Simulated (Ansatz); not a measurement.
This geometry of BH$_{6}$NO (9 atoms, charge 0, multiplicity 1) is a first-order saddle point.

These are results of RKS B3LYP-D4/6-31G* in Ansatz 0.2.0, not measurements.

```xyz
9
Properties=species:S:1:pos:R:3
B 0.161 0.337 0.177
O -0.274 -0.211 1.657
H -1.174 -0.576 1.629
H 1.273 -0.040 -0.061
H -0.708 0.074 -0.615
N 0.087 1.816 0.708
H 0.971 2.310 0.802
H -0.601 2.431 0.284
H -0.296 0.963 1.721
```

Question: Which two structures does it join? (They come from a converged band through this point; their orientation in space is the band's.)

Answer: Bonds broken: B1–O2, N6–H9. Bonds formed: O2–H9. BH6NO becomes BH4N + H2O.

Initial state:

```xyz
9
Properties=species:S:1:pos:R:3
B 0.058 0.121 0.354
O -0.484 -0.533 1.506
H -1.422 -0.718 1.377
H 1.230 -0.126 0.157
H -0.638 0.158 -0.645
N 0.154 1.794 0.804
H 0.655 2.353 0.112
H -0.769 2.205 0.946
H 0.656 1.850 1.691
```

Final state:

```xyz
9
Properties=species:S:1:pos:R:3
B 0.276 0.642 -0.298
O -0.428 -0.400 2.426
H -1.254 -0.675 2.002
H 1.340 0.108 -0.359
H -0.721 0.139 -0.727
N 0.184 1.915 0.280
H 0.990 2.426 0.616
H -0.668 2.460 0.297
H -0.279 0.489 2.065
```

Question: How far does it lie above each of them?

Answer: 1.03 eV above the first and 0.48 eV above the second. This is the barrier of this one path; another mechanism may lie lower. The orbitals stay closed-shell, which can raise the energy where a bond breaks towards radicals; this wasn't checked here.

Run time: 2.8 min on 1 thread of Intel(R) Xeon(R) Platinum 8259CL CPU @ 2.50GHz (Skylake/Cascade Lake), on a shared host, peak memory 0.13 GiB.
